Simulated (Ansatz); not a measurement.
Born–Oppenheimer molecular dynamics of C2H7Al (10 atoms, charge 0, multiplicity 1). It starts at the highest image of a converged band. Of that band: Neighbouring images differ by up to 1.4 eV, so the band resolves the path poorly. A vibrational analysis at the climbing image gives one clearly imaginary mode, 1069i cm⁻¹: a first-order saddle point.

Computed with Ansatz, RKS BLYP-D4/def2-SVPD.

```
ensemble                      : NVE (velocity Verlet)
time step                     : 0.5 fs
steps asked                   : 200
starting velocities drawn for : 100 K
seed                          : 2172
```

First frame:

```xyz
10
Properties=species:S:1:pos:R:3
Al 0.655 -0.080 -0.882
C 0.891 -0.064 1.454
H 0.144 -0.834 1.733
H 1.828 -0.222 2.015
H 0.507 0.959 1.649
H 1.971 -0.248 -0.003
C -1.314 0.106 -0.691
H -1.701 -0.819 -0.215
H -1.554 0.949 -0.011
H -1.843 0.253 -1.649
```

(1) How far do the bonds stretch over the last three quarters of this one trajectory? (Pairs bonded in most of those frames.)

Results:

(1) 
```tsv
bond	mean (Å)	spread (Å)	shortest	longest
Al1–C2	1.988	0.113	1.84	2.18
Al1–H6	1.739	0.186	1.42	2.05
Al1–C7	2.016	0.051	1.94	2.13
C2–H3	1.117	0.020	1.08	1.15
C2–H4	1.115	0.014	1.09	1.15
C2–H5	1.116	0.011	1.09	1.14
C7–H8	1.119	0.012	1.09	1.15
C7–H9	1.124	0.016	1.10	1.15
C7–H10	1.122	0.019	1.10	1.17
```

Pairs bonded in part of these frames only: Al1–H6 76 %.

Mean temperature of the second half: 1459 K. The conserved energy stayed within 0.2 meV per atom of its start (net change -0.1 meV per atom), so the integration is sound. The kinetic energy rose, since the run started high on the potential surface and went downhill. A run of 0.1 ps of so small a system gives no equilibrium averages. The orbitals stay closed-shell, which can raise the energy where a bond breaks towards radicals; this wasn't checked here.

The run took 3.4 min on 4 threads of Arm Neoverse V2 (shared host), peak memory 0.14 GiB.
